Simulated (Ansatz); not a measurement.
in.yaml

```yaml
crystal:
  periodic: [false, false, false]
  atoms:
    - {symbol: Al, position_ang: [-0.028836, 0.000581, -0.131578]}
    - {symbol: H, position_ang: [0.479753, 0.002236, 1.986962]}
    - {symbol: H, position_ang: [-1.240813, -0.021823, 1.920945]}
    - {symbol: H, position_ang: [0.764332, 1.383744, -0.187607]}
    - {symbol: H, position_ang: [0.768643, -1.379695, -0.198100]}
basis:
  gaussian: {orbitals: 6-31G}
magnetization: {spin_polarized: true, initial_magnetization: 1}
correlation: {method: ccsdtq, electrons: outside_noble_gas}
```

```sh
$ ansatz run in.yaml --threads 1 --pin off --events-out ev --progress --plain --max-ram 2393MiB
```

The program prints:

```
465 factors; integrals over basis functions are off by at most 5.6e-8 eV
mean field evaluation 1: about -6638.8525 eV, gradient 5.3e0 eV
mean field evaluation 2: about -6638.8556 eV, gradient 5.3e0 eV
mean field evaluation 4: about -6639.3517 eV, gradient 1.0e0 eV
mean field evaluation 8: about -6639.4607 eV, gradient 3.0e-1 eV
mean field evaluation 16: about -6639.7276 eV, gradient 9.6e-4 eV
mean field evaluation 32: about -6639.4473 eV, gradient 2.7e-1 eV
mean field evaluation 64: about -6639.4262 eV, gradient 4.6e-1 eV
mean field evaluation 96: about -6639.4473 eV, gradient 2.3e-1 eV
mean field evaluation 128: about -6639.4584 eV, gradient 4.0e0 eV
mean field evaluation 160: about -6638.8462 eV, gradient 1.4e0 eV
...
cycle  19  -2.25057925 eV  change    2.5e-5 eV  update   1.3e-5
cycle  20  -2.25055807 eV  change    2.1e-5 eV  update   8.8e-6
cycle  21  -2.25054636 eV  change    1.2e-5 eV  update   5.7e-6
cycle  22  -2.25054433 eV  change    2.0e-6 eV  update   3.7e-6
cycle  23  -2.25054859 eV  change   -4.3e-6 eV  update   2.7e-6
cycle  24  -2.25055596 eV  change   -7.4e-6 eV  update   1.8e-6
cycle  25  -2.25055996 eV  change   -4.0e-6 eV  update   1.1e-6
cycle  26  -2.25056150 eV  change   -1.5e-6 eV  update   6.2e-7
cycle  27  -2.25056190 eV  change   -4.0e-7 eV  update   3.1e-7
cycle  28  -2.25056187 eV  change    3.2e-8 eV  update   1.5e-7
Total energy: -6641.97813864 eV, -244.0881945007 hartree
```

For the same geometry and basis full CI lies 0.0 meV higher.

Ran on 1 thread of Arm Neoverse V1, shared host: 17 s wall, 0.16 GiB peak host memory.
